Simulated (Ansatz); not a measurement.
# Volume per atom of some elemental solids other than molecular ones

Method: rVV10 (plane waves, PAW; Ansatz, a quantum-chemistry and plane-wave program). References are measured values corrected to a static lattice. The table is a random draw of 10 from 14 solids with such references.

Values in Å³/atom.

| solid | reference | rVV10 | error (%) |
|---|---|---|---|
| hcp Sc | 24.77¶ | 24.31 | -1.9 |
| hcp Tl | 27.99¶ | 31.30 | +11.8 |
| hcp Ti | 17.50¶ | 17.41 | -0.5 |
| hcp Hf | 22.30¶ | 22.63 | +1.5 |
| hcp Re | 14.62¶ | 15.29 | +4.6 |
| hcp Co | 10.96¶ | 11.02 | +0.5 |
| hcp Y | 32.95¶ | 32.62 | -1.0 |
| hcp Mg | 22.65¶ | 22.50 | -0.7 |
| hcp Zn | 14.86¶ | 15.59 | +4.9 |
| hcp Ru | 13.45¶ | 14.13 | +5.1 |

Over these 10 solids the mean error is +2.4 %, the mean absolute error 3.2 % (median 1.7 %), and the worst case hcp Tl at +11.8 %; the value is above the reference in 6 of 10 cases. Over all 14, from unrounded values, the mean error is +3.7 % and the mean absolute error 4.3 % (median 3.3 %).

All these references are brought to a static lattice.

Spin–orbit coupling is left out, also for the solids with elements from indium on (hcp Tl, hcp Hf, hcp Re); its size isn't shown.

¶ marks references of a special kind: hcp Sc, 24.77 Å³/atom (measured, copied from a table, unchecked, extrapolated to 0 K and zero-point effects removed; as tabulated in Lejaeghere et al. (2013), arXiv:1204.2733); hcp Tl, 27.99 Å³/atom (measured, copied from a table, unchecked, extrapolated to 0 K and zero-point effects removed; as tabulated in Lejaeghere et al. (2013), arXiv:1204.2733); hcp Ti, 17.50 Å³/atom (measured, copied from a table, unchecked, extrapolated to 0 K and zero-point effects removed; as tabulated in Lejaeghere et al. (2013), arXiv:1204.2733); hcp Hf, 22.30 Å³/atom (measured, copied from a table, unchecked, extrapolated to 0 K and zero-point effects removed; as tabulated in Lejaeghere et al. (2013), arXiv:1204.2733); hcp Re, 14.62 Å³/atom (measured, copied from a table, unchecked, extrapolated to 0 K and zero-point effects removed; as tabulated in Lejaeghere et al. (2013), arXiv:1204.2733); hcp Co, 10.96 Å³/atom (measured, copied from a table, unchecked, extrapolated to 0 K and zero-point effects removed; as tabulated in Lejaeghere et al. (2013), arXiv:1204.2733); hcp Y, 32.95 Å³/atom (measured, copied from a table, unchecked, extrapolated to 0 K and zero-point effects removed; as tabulated in Lejaeghere et al. (2013), arXiv:1204.2733); hcp Mg, 22.65 Å³/atom (measured, copied from a table, unchecked, extrapolated to 0 K and zero-point effects removed; as tabulated in Lejaeghere et al. (2013), arXiv:1204.2733); hcp Zn, 14.86 Å³/atom (measured, copied from a table, unchecked, extrapolated to 0 K and zero-point effects removed; as tabulated in Lejaeghere et al. (2013), arXiv:1204.2733); hcp Ru, 13.45 Å³/atom (measured, copied from a table, unchecked, extrapolated to 0 K and zero-point effects removed; as tabulated in Lejaeghere et al. (2013), arXiv:1204.2733).

Differences are worked out from the printed values.

Ansatz's density-functional and Hartree–Fock values are scalar-relativistic unless marked +SOC, with PAW data made under PBE.

Ansatz's runs of these crystals have no spin polarisation, but for hcp Co.

Density-functional runs with spin start from parallel moments for hcp Co.

Not in this set, of the elemental solids other than molecular ones with a reference value in our tables and a result at some level: 2 for a published cell of unstated conditions; 2 for a reference at room or unstated temperature; 2 for a cell known from the COD alone. These can be a level's best or worst cases. Solids without a released value at any level aren't counted. Cubic solids are told by their lattice constant and aren't counted here. Layered and molecular crystals are counted apart. The metals Ce to Yb are counted apart.

References as tabulated in Lejaeghere et al. (2013), arXiv:1204.2733.
